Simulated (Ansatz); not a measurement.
# C₂H₈N₂: vertical ionisation energy

An exercise on one series of results from a longer session: the logs are not shown, and one member is left open.

Computed with Ansatz 0.2.0, Gaussian basis. Level: unrestricted cation, the program's frozen cores in correlated methods.

Plan: UKS PBE-D4/def2-TZVPP; UKS r2SCAN-D4/def2-TZVPP; UKS PBE0-D4/def2-TZVPP; UKS B3LYP-D4/def2-TZVPP; UKS wB97X-V/def2-TZVPP; UKS wB97M-V/def2-TZVPP; UKS B2PLYP/def2-TZVPP; UHF-CCSD(T)/def2-TZVPP; UHF-MP2/def2-QZVPP; extrapolation to the limit; then −ε(HOMO) from the neutral's earlier runs with LDA (SPW92), PBE-D4, revPBE-D4, BLYP-D4, r2SCAN-D4, B97M-V, PBE0-D4, B3LYP-D4, r2SCANh-D4, r2SCAN0-D4, HSE06-D4, BHLYP-D4, CAM-B3LYP-D4, LC-ωPBE, ωB97X-V, ωB97M-V.

### The relaxed structure

The geometry comes from an earlier relaxation with PBE0-D4 in a triple-zeta def2 set; it is a stationary point, not always the lowest conformer.

SMILES `CNNC`, 12 atoms, charge 0, spin multiplicity 1.

Atoms are counted from 1 here; the program's logs count them from 0.

Bond lengths: C1–N2 1.449 Å, C1–H5 1.100 Å, C1–H6 1.092 Å, C1–H7 1.094 Å, N2–N3 1.406 Å, N2–H8 1.011 Å, N3–C4 1.449 Å, N3–H9 1.011 Å, C4–H10 1.100 Å, C4–H11 1.094 Å, C4–H12 1.092 Å. Angles: N2–C1–H5 115.4°, N2–C1–H6 108.1°, N2–C1–H7 109.5°, H5–C1–H6 108.0°, H5–C1–H7 108.0°, H6–C1–H7 107.5°, C1–N2–N3 117.1°, C1–N2–H8 111.1°, N3–N2–H8 107.8°, N2–N3–C4 117.1°, N2–N3–H9 107.8°, C4–N3–H9 111.1°, N3–C4–H10 115.4°, N3–C4–H11 109.5°, N3–C4–H12 108.1°, H10–C4–H11 108.0°, H10–C4–H12 108.0°, H11–C4–H12 107.5°.

The first run:

in.yaml

```yaml
crystal:
  periodic: [false, false, false]
  atoms:
    - {symbol: C, position_ang: [-1.080634, 0.964673, -0.249349]}
    - {symbol: N, position_ang: [-0.854860, -0.036801, 0.772586]}
    - {symbol: N, position_ang: [0.460084, -0.508881, 0.926490]}
    - {symbol: C, position_ang: [1.204355, -0.793657, -0.283154]}
    - {symbol: H, position_ang: [-0.831802, 0.656875, -1.275333]}
    - {symbol: H, position_ang: [-2.137164, 1.240834, -0.226600]}
    - {symbol: H, position_ang: [-0.500337, 1.861911, -0.014980]}
    - {symbol: H, position_ang: [-1.456764, -0.837858, 0.635788]}
    - {symbol: H, position_ang: [0.957447, 0.147671, 1.513230]}
    - {symbol: H, position_ang: [1.350999, 0.060871, -0.959598]}
    - {symbol: H, position_ang: [0.699851, -1.586248, -0.843501]}
    - {symbol: H, position_ang: [2.188815, -1.169401, 0.004412]}
basis:
  gaussian: {orbitals: def2-TZVPP}
total_charge: 1
magnetization: {spin_polarized: true, initial_magnetization: 1}
hamiltonian: {xc: pbe, dispersion: d4}
```

Command:

```bash
$ ansatz run in.yaml --threads 2 --pin off --events-out ev --progress --plain --max-ram 32768MiB --backend cpu
```

Steps of the session up to this table: Cation, UKS PBE-D4/def2-TZVPP; Cation, UKS r2SCAN-D4/def2-TZVPP; Cation, UKS PBE0-D4/def2-TZVPP; Cation, UKS B3LYP-D4/def2-TZVPP; Cation, UKS wB97X-V/def2-TZVPP; Cation, UKS wB97M-V/def2-TZVPP; Cation, UKS B2PLYP (frozen core)/def2-TZVPP; Cation, UHF-CCSD(T)/def2-TZVPP; Cation, UHF-MP2/def2-QZVPP.

One of the session's tables, all rows but one given; the rest of the session is left out.

For comparison, −ε(HOMO) of the neutral from earlier runs:

```
  functional  −ε(HOMO) (eV)
 LDA (SPW92)           5.06
      PBE-D4           4.95
   revPBE-D4           4.90
     BLYP-D4           4.86
   r2SCAN-D4           5.24
      B97M-V           5.43
     PBE0-D4           6.43
    B3LYP-D4           6.20
  r2SCANh-D4           5.79
  r2SCAN0-D4           6.62
    HSE06-D4           6.02
    BHLYP-D4           7.85
CAM-B3LYP-D4              ?
     LC-ωPBE           9.23
     ωB97X-V           8.89
     ωB97M-V           8.82
```

**Question.** Estimate the row for CAM-B3LYP-D4.

As computed: −ε(HOMO) (eV): 7.87. In the column «−ε(HOMO) (eV)» it lies between BHLYP-D4 (7.85) and ωB97M-V (8.82).
